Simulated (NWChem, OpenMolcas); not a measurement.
## The same job for NWChem

OpenMolcas 26.06 runs this on quartet SiNH4O:

job.input:
```
&gateway
  baslib=$CurrDir
  coord
  7
  angstrom
  N       -0.694900       0.548300      -0.575200
  Si       0.293100       0.159000       0.781300
  O        1.622900      -0.672400       0.270300
  H       -0.355900       1.168100      -1.294800
  H       -1.685800       0.673200      -0.432900
  H       -0.599100      -0.661900       1.664700
  H        1.480900      -1.282400      -0.459000
  basis=3-21G
  group=NoSym

&seward

&scf
  uhf
  spin=4
  thresholds=1e-10 1e-07 1e-07 1e-05
  prorbitals=0
```

```bash
$ export MOLCAS_MEM=1860
$ pymolcas job.input > job.log
```

(Basis files named in the input come from the Basis Set Exchange and aren't shown.)

The coordinates come from a PBE0-D4/def2-TZVP relaxation. This is one conformer, not always the lowest. That shape belongs to the parent species and isn't relaxed for this state.

Without diffuse functions such a state is poorly described.

It gives a total energy of -418.071615 Eh.

Question: Translate the job to NWChem 7.3.0 as an ASE script.

Answer: This input was run:

run.py:
```python
from ase import Atoms
from ase.calculators.nwchem import NWChem

molecule = Atoms(['N', 'Si', 'O', 'H', 'H', 'H', 'H'], positions=[
    [-0.694900, 0.548300, -0.575200],
    [0.293100, 0.159000, 0.781300],
    [1.622900, -0.672400, 0.270300],
    [-0.355900, 1.168100, -1.294800],
    [-1.685800, 0.673200, -0.432900],
    [-0.599100, -0.661900, 1.664700],
    [1.480900, -1.282400, -0.459000],
])

calc = NWChem(
    label='h4nosi',
    theory='scf',
    memory='2200 mb',
    basis='3-21G',
    basispar='spherical bse',
    scf={'nopen': '3', 'uhf': None, 'thresh': '1e-08', 'maxiter': '80', 'print': 'low'},
    task='energy',
)
molecule.calc = calc

e = molecule.get_potential_energy()
print(f"E = {e:.6f} eV")
```

```bash
$ export ASE_NWCHEM_COMMAND="nwchem PREFIX.nwi > PREFIX.nwo"
$ python run.py
```

Its energy is -418.071615 Eh, the same as the first but for the last digit, at most.
